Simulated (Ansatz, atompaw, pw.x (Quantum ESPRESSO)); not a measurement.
**pw.x on bcc Ta: one setting changed**

Potential: PAW, atompaw 4.2.0.5, LDA (PW92); core [Kr] 4d10 4f14, reference 5s2 5p6 5d3 6s2 6p0; waves: 5s (bound); 6s (bound); 5p (bound); 6p (bound, empty); 5d (bound); 5d channel at 3.95 Ry; local part: bessel scheme, radius 1.90 bohr; core correction: smooth core density matched at 1.45 bohr; augmentation: besselshape compensation charge, radius 1.70 bohr; PAW radius 2.25 bohr; waves and projectors: bloechl.

The reference run (k-mesh 14³, cutoffs 50/500 Ry, Fermi–Dirac 0.01 Ry, mixing_beta 0.4, conv_thr 1e-9, no spin) gives 0.53 GPa at 17.128 Å³/atom, where all-electron LAPW gives 1.38 GPa. This run, with its own iteration cap, changes k-mesh points per axis to 2.

```
&control
  calculation='scf', prefix='x', pseudo_dir='./', outdir='./tmp', tstress=.true., disk_io='none'
/
&system
  ibrav=0, nat=1, ntyp=1, ecutwfc=50, ecutrho=500, nbnd=14,
  occupations='smearing', smearing='fd', degauss=0.01
/
&electrons
  conv_thr=1e-09, mixing_beta=0.4, electron_maxstep=60
/
ATOMIC_SPECIES
Ta 1.0 Ta.UPF
CELL_PARAMETERS angstrom
  -1.62386113 1.62386113 1.62386113
  1.62386113 -1.62386113 1.62386113
  1.62386113 1.62386113 -1.62386113
ATOMIC_POSITIONS crystal
Ta 0.0000 0.0000 0.0000
K_POINTS automatic
2 2 2 0 0 0
```

```bash
pw.x < Ta.scf.in > Ta.scf.out
```

Question: How does the run end?

Answer: It converges in 9 iterations; the free energy moves by -982.0 meV/atom and the pressure by -28.68 GPa.

```
Message from routine setup:
     using ibrav=0 with symmetry is DISCOURAGED, use correct ibrav instead
     lattice parameter (alat)  =       5.3151  a.u.
     unit-cell volume          =     115.5855 (a.u.)^3
     number of electrons       =        13.00
     number of Kohn-Sham states=           14
     kinetic-energy cutoff     =      50.0000  Ry
     charge density cutoff     =     500.0000  Ry
     scf convergence threshold =      1.0E-09
     Exchange-correlation= SLA PW NOGX NOGC
     number of k points=     3  Fermi-Dirac smearing, width (Ry)=  0.0100
     iteration #  1     ecut=    50.00 Ry     beta= 0.40
     total energy              =    -708.84684367 Ry
     estimated scf accuracy    <       0.02453529 Ry
     iteration #  2     ecut=    50.00 Ry     beta= 0.40
     total energy              =    -708.84603633 Ry
     estimated scf accuracy    <       0.00621053 Ry
     iteration #  3     ecut=    50.00 Ry     beta= 0.40
     total energy              =    -708.84655293 Ry
     estimated scf accuracy    <       0.00044052 Ry
     iteration #  4     ecut=    50.00 Ry     beta= 0.40
     total energy              =    -708.84658534 Ry
     estimated scf accuracy    <       0.00001115 Ry
     iteration #  5     ecut=    50.00 Ry     beta= 0.40
     total energy              =    -708.84658818 Ry
     estimated scf accuracy    <       0.00000253 Ry
     iteration #  6     ecut=    50.00 Ry     beta= 0.40
     total energy              =    -708.84658851 Ry
     estimated scf accuracy    <          7.2E-09 Ry
     iteration #  7     ecut=    50.00 Ry     beta= 0.40
     total energy              =    -708.84658851 Ry
     estimated scf accuracy    <          5.9E-09 Ry
     iteration #  8     ecut=    50.00 Ry     beta= 0.40
     total energy              =    -708.84658851 Ry
     estimated scf accuracy    <          1.7E-09 Ry
     iteration #  9     ecut=    50.00 Ry     beta= 0.40
     the Fermi energy is    20.6685 ev
!    total energy              =    -708.84658851 Ry
     estimated scf accuracy    <          6.7E-12 Ry
     smearing contrib. (-TS)   =      -0.00962194 Ry
     The total energy is F=E-TS. E is the sum of the following terms:
     one-electron contribution =      -9.83207023 Ry
     hartree contribution      =      15.98782064 Ry
     xc contribution           =     -19.65766778 Ry
     ewald contribution        =    -100.21180189 Ry
     one-center paw contrib.   =    -595.12324731 Ry
     convergence has been achieved in   9 iterations
          total   stress  (Ry/bohr**3)                   (kbar)     P=     -281.54
     Message from routine punch:
     Nothing written, as per user request (disk_io='none')
```

The run took about 3.5 s on one core of a shared host (AMD EPYC 9R45 96-Core Processor, 96 threads, 376 GiB, load 69).
